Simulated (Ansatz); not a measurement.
**Worked example: ideal-gas entropy of CHNS (isothiocyanic acid)**

A singlet with charge 0, relaxed at B2PLYP/cc-pVTZ, 7 core orbitals frozen (Ansatz 0.2.0):

```xyz
4

N    -0.2500    0.6423   -0.4807
C     0.3028   -0.2068    0.1709
S     1.1686   -1.2433    0.9801
H    -1.2214    0.8079   -0.6703
```

Harmonic wavenumbers in cm⁻¹: 461, 489, 655, 875, 2030, 3694.

Masses in u: N 14.007, C 12.011, S 32.06, H 1.008. Take T = 298.15 K, p = 1 bar, R = 8.3145 J/(mol K), kT/hc = 207.22 cm⁻¹, rigid rotor and harmonic oscillator.

Question: Work out S° at 298 K.

Answer: 
1. Translation (Sackur–Tetrode): S = R[3/2 ln M + 5/2 ln T − 1.1517] with M = 59.086 gives 159.7 J/(mol K).
2. Rotation: principal moments 0.471, 86.338, 86.810 u Å² give A, B, C = 35.7583, 0.1953, 0.1942 cm⁻¹; the symmetry number is σ = 1; q = (√π/σ)√((kT/hc)³/ABC) = 4540; S = R(ln q + 3/2) = 82.5.
3. Vibration: with u = ν̃/207.22, each mode gives R[u/(eᵘ − 1) − ln(1 − e⁻ᵘ)]; the sum is 8.2, most from 461 cm⁻¹ (3.2), 489 cm⁻¹ (2.9), 655 cm⁻¹ (1.5).
4. Spin: R ln 1 = 0.0.
5. Sum: 159.7 + 82.5 + 8.2 + 0.0 = 250.4 J/(mol K).

The tabulated value is 247.8 J/(mol K) (CRC Handbook of Chemistry and Physics): the model is off by +2.6.
